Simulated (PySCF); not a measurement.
# ClH₃MgN+, an ion with solvent molecules: interaction energy

One table from this session's results is given with a row withheld; the runs are named, their logs left out.

Programs: PySCF 2.14.0. All values are calculated, for the isolated system unless a continuum is named. Atoms count from 0, parts from 1.

## Starting point

6 atoms, charge 1, multiplicity 1; geometry: GFN2-xTB. Parts: 1 = atoms 0–1, `[Mg+][Cl]`, charge 1; 2 = atoms 2–5, `N`, charge 0.

The first run:

What the job is given:

```
{"job": {"xc": "PBE0", "basis": "def2-SVPD", "d3": "d3bj", "grid": 2, "kind": "geom", "shake": 0.01}, "charge": 1, "multiplicity": 1, "parts": [{"atoms": "0-1", "charge": 1, "multiplicity": 1}, {"atoms": "2-5", "charge": 0, "multiplicity": 1}]}
Mg     0.471247     0.331748    -1.200788
Cl     0.901390     1.970875     0.015228
N     -0.034528    -1.316265    -2.472149
H     -0.750756    -1.116443    -3.114603
H      0.776221    -1.609865    -3.054287
H     -0.298170    -2.138021    -1.932591
```

Command:

```bash
$ OMP_NUM_THREADS=1 python cluster_run.py task.json out
```

One launch serves the whole session: the jobs run in the order shown.

Steps of the session up to this table: Relaxing the molecule at PBE0-D3(BJ)/def2-SVPD; Coupled-cluster interaction energy: CCSD(T) and MP2.

One of the session's tables, all rows but one given; the rest of the session is left out.

It belongs to the step «Coupled-cluster interaction energy: CCSD(T) and MP2». 

```
                 method  interaction energy (kcal/mol)
         HF/aug-cc-pVDZ                         -63.30
        MP2/aug-cc-pVDZ                         -60.50
       CCSD/aug-cc-pVDZ                         -60.44
    CCSD(T)/aug-cc-pVDZ                         -59.96
         HF/aug-cc-pVTZ                         -63.77
        MP2/aug-cc-pVTZ                              ?
    SCS-MP2/aug-cc-pVTZ                         -61.43
      MP2, extrapolated                         -61.98
CCSD(T), limit estimate                         -61.44
```

**Question.** Estimate the row for MP2/aug-cc-pVTZ.

**Answer.** interaction energy (kcal/mol): -61.68. In the column «interaction energy (kcal/mol)» it lies between MP2, extrapolated (-61.98) and CCSD(T), limit estimate (-61.44).

In this run the core of Mg (2s2p) is correlated, in a basis without core functions; only the other cores are frozen.

Caveats from the session: The interaction energy leaves out the deformation of the parts, 0.46 kcal/mol (MP2); added to the CCSD(T) estimate it gives a binding of about -60.98 kcal/mol.
